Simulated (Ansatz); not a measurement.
Born–Oppenheimer molecular dynamics of C₄H₅ (9 atoms, charge -1, multiplicity 1). It starts at the highest image of a converged band. Of that band: Neighbouring images differ by up to 1.8 eV, so the band resolves the path poorly. A vibrational analysis at the climbing image gives one clearly imaginary mode, 1591i cm⁻¹: a first-order saddle point.

The calculation used RKS B3LYP/6-31G* in Ansatz 0.2.0.

* ensemble: NVE (velocity Verlet)
* time step: 0.5 fs
* steps asked: 200
* starting velocities drawn for: 100 K
* seed: 8662

First frame:

```xyz
9
Properties=species:S:1:pos:R:3
C -0.148 1.784 -1.046
C -0.251 0.652 -0.347
C -0.458 -0.447 0.321
C 0.344 -1.467 0.983
H 0.146 1.817 -2.106
H -0.329 2.780 -0.614
H 1.415 -1.343 1.236
H -0.530 -1.637 -0.086
H -0.188 -2.140 1.659
```

Task: How far do the bonds stretch over the last three quarters of this one trajectory? (Pairs bonded in most of those frames.)

Result: 
```json
{"bond": "C1–C2", "mean (Å)": "1.360", "spread (Å)": "0.019", "shortest": "1.31", "longest": "1.39"}
{"bond": "C1–H5", "mean (Å)": "1.096", "spread (Å)": "0.012", "shortest": "1.08", "longest": "1.12"}
{"bond": "C1–H6", "mean (Å)": "1.098", "spread (Å)": "0.022", "shortest": "1.06", "longest": "1.13"}
{"bond": "C2–C3", "mean (Å)": "1.287", "spread (Å)": "0.025", "shortest": "1.23", "longest": "1.34"}
{"bond": "C3–C4", "mean (Å)": "1.553", "spread (Å)": "0.085", "shortest": "1.41", "longest": "1.69"}
{"bond": "C4–H7", "mean (Å)": "1.121", "spread (Å)": "0.025", "shortest": "1.06", "longest": "1.17"}
{"bond": "C4–H8", "mean (Å)": "1.168", "spread (Å)": "0.109", "shortest": "0.96", "longest": "1.38"}
{"bond": "C4–H9", "mean (Å)": "1.117", "spread (Å)": "0.024", "shortest": "1.06", "longest": "1.17"}
```

Mean temperature of the second half: 1309 K. The conserved energy stayed within 0.94 meV per atom of its start (net change -0.062 meV per atom), so the integration is sound. The system heated up, since it started high on the potential surface and ran downhill. A run of 0.1 ps of so small a system gives no equilibrium averages. The orbitals stay closed-shell, which can raise the energy where a bond breaks towards radicals; this wasn't checked here. Limits of this set-up: an anion without diffuse functions, the dipole of an ion depends on the origin.

The run took 7.2 min on 1 thread of Arm Neoverse V1, on a shared host, peak memory 0.23 GiB.
